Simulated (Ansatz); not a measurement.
# I (I, solid I2 (Cmce)): the cost of one run

Program: Ansatz 0.2.0. Level of theory: DFT LDA, plane waves with PAW, scalar-relativistic. These are calculated values, not measurements.

1 further run of the same task is left out (set aside as unsound or not needed).

## (1) Starting point

The structure is orthorhombic, space group Cmce (No. 64). The conventional cell has a = 7.177 Å, b = 4.283 Å, c = 9.627 Å, α = 90.00°, β = 90.00°, γ = 90.00°. I (site symmetry m) has 1 I at 2.80 Å as nearest neighbours.

Coordinates:

```cif
data_structure
_symmetry_space_group_name_H-M 'Cmce'
_symmetry_Int_Tables_number 64
_cell_length_a 7.1773
_cell_length_b 4.2826
_cell_length_c 9.6272
_cell_angle_alpha 90.000
_cell_angle_beta 90.000
_cell_angle_gamma 90.000
_cell_volume 295.92
loop_
_atom_site_label
_atom_site_type_symbol
_atom_site_symmetry_multiplicity
_atom_site_Wyckoff_symbol
_atom_site_fract_x
_atom_site_fract_y
_atom_site_fract_z
_atom_site_occupancy
I1 I 8 f 0.50000 0.67457 0.12318 1
```

## (2) Width 0.01 eV

The run at 0.01 eV.

input.yaml

```yaml
crystal:
  lattice:
    - [3.5886574692, -2.141315036, 0.0]
    - [3.5886574692, 2.141315036, 0.0]
    - [0.0, 0.0, 9.627213001]
  atoms:
    - { symbol: I, position: [0.8254264989, 0.1745735011, 0.1231842597] }
    - { symbol: I, position: [0.6745735011, 0.3254264989, 0.6231842597] }
    - { symbol: I, position: [0.1745735011, 0.8254264989, 0.8768157403] }
    - { symbol: I, position: [0.3254264989, 0.6745735011, 0.3768157403] }
hamiltonian:
  xc: lda
  pseudopotentials:
    kind: paw
    azcp:
      I: "pseudopotentials/I.paw.azcp"
basis:
  ecutwfc: 420
  fft_grid_basis: typed
kpoints:
  mp_grid: { grid: [9, 9, 4], shift: [0, 0, 0] }
magnetization:
  spin_polarized: false
scf:
  occupations: { method: cold, width: 0.01 }
  lower_state_search: "off"
output:
  stress: true
  write_density: true
  write_potential: true
  elf: true
  volumetric_format: npy
```

Started as:

```console
$ ansatz run input.yaml --threads 2 --pin off --max-ram 5120MiB --backend cpu --events-out ev --progress --plain --runs-dir out
```

What time and memory should one allow on 2 threads of Arm Neoverse V2, shared host?

About 14 s, with a peak of 0.58 GiB.
